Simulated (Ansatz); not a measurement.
**SiF₂+ (doublet): wave-function methods side by side, def2-QZVPP**

One table from this session's results is given with a row withheld; the runs are named, their logs left out.

Program: Ansatz 0.2.0, Gaussian basis. Level of theory: def2-QZVPP, core rule «outside noble gas», up to 7 orbitals frozen. These are calculated values, not measurements.

To be run: UHF; ROHF; CCSD(T) on UHF.

2 further runs of the same task are left out: 2 set aside as unsound or not needed.

### The system

The geometry is a PBE0/def2-TZVP stationary point (not a proven minimum) of the parent state, kept for this charge and spin.

3 atoms, charge 1, spin multiplicity 2.

Atoms are counted from 1 here; the program's logs count them from 0.

Bond lengths: F1–Si2 1.598 Å, Si2–F3 1.598 Å. Angles: F1–Si2–F3 113.7°.

Geometry (Å):

```
F     0.0000   -0.3713    1.3375
Si    0.0000    0.5023    0.0000
F     0.0000   -0.3713   -1.3375
```

The first run:

in.yaml

```yaml
crystal:
  periodic: [false, false, false]
  atoms:
    - {symbol: F, position_ang: [0.000000, -0.371280, 1.337507]}
    - {symbol: Si, position_ang: [0.000000, 0.502304, 0.000000]}
    - {symbol: F, position_ang: [0.000000, -0.371280, -1.337507]}
basis:
  gaussian: {orbitals: "def2-QZVPP.json"}
total_charge: 1
magnetization: {spin_polarized: true, initial_magnetization: 1}
hamiltonian: {xc: hf}
output: {orbitals: {seedname: orbitals}}
```

On the command line:

```sh
$ ansatz run in.yaml --threads 1 --pin off --events-out ev --progress --plain --max-ram 2393MiB
```

Among the steps run: UHF; ROHF; CCSD(T) on UHF.

One table of the session follows, with a row left open; its other results are not shown here.

```
  method  from UCCSD(T) (meV)
    ROHF             +17553.8
     UHF             +17511.3
    UMP2               +481.6
   UCCSD                    ?
UCCSD(T)                    0
```

**Question.** Estimate the row for UCCSD.

The run gave: from UCCSD(T) (meV): +608.7. In the column «from UCCSD(T) (meV)» it lies between UMP2 (+481.6) and UHF (+17511.3).
